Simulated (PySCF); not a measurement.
Löwdin shares of the frontier orbitals

Species: chloroethene, C2H3Cl.
Bonds: C1–C2 (double), C2–Cl3. Hydrogens: H4, H5 on C1; H6 on C2.

Method: PySCF 2.14.0, density-fitted response routines, TDDFT CAM-B3LYP/def2-SVPD, vertical, gas phase, core orbitals frozen in the response. Isolated species at its GFN2-xTB geometry, gas phase.

Kohn–Sham orbitals with the atoms that hold most of them (Löwdin shares over 4%, at most four atoms; ? is withheld):

```json
{"orbital": "HOMO-3", "ε (eV)": "-12.36", "atoms": "C1 28%, Cl3 25%, C2 16%, H4 13%"}
{"orbital": "HOMO-2", "ε (eV)": "-12.07", "atoms": "Cl3 56%, C2 27%, C1 12%"}
{"orbital": "HOMO-1", "ε (eV)": "-10.41", "atoms": "?"}
{"orbital": "HOMO", "ε (eV)": "?", "atoms": "Cl3 36%, C1 30%, C2 27%"}
{"orbital": "LUMO", "ε (eV)": "0.82", "atoms": "?"}
{"orbital": "LUMO+1", "ε (eV)": "1.59", "atoms": "C1 31%, Cl3 22%, C2 18%, H4 14%"}
{"orbital": "LUMO+2", "ε (eV)": "1.77", "atoms": "Cl3 76%, C2 14%"}
```

(1) Which atoms hold the HOMO-1, and with what shares?

(2) Give the leading atoms of the LUMO.

(3) What is the HOMO energy, and the HOMO–LUMO gap?

Answers

(1) Cl3 (bonded to C) 81%; C2 (bonded to C, Cl and H) 12%.

(2) C2 (bonded to C, Cl and H) 36%; C1 (bonded to C and 2 H) 34%; Cl3 (bonded to C) 11%; H5 (bonded to C) 8%. By element: carbon 70%, chlorine 11%, hydrogen 8% or more.

(3) ε(HOMO) = -8.97 eV; the gap is 9.79 eV (0.3597 hartree).

The HOMO–LUMO gap is 9.79 eV. Where does the response calculation put the lowest singlet, and from which orbitals?

S1 is at 6.90 eV (f = 0.289), 2.89 eV below the gap, made of HOMO→LUMO (96%). Without the coupling terms of the response equations the lowest excitation would equal the gap.

Next come S2 at 7.01 eV (f 0.0024), HOMO→LUMO+2 (82%); S3 at 7.36 eV (f 0.0004), HOMO-1→LUMO (70%), HOMO→LUMO+1 (27%); S4 at 7.40 eV (f 0.0044), HOMO→LUMO+1 (66%), HOMO-1→LUMO (28%); S5 at 8.02 eV (f 0.0031), HOMO→LUMO+3 (92%).
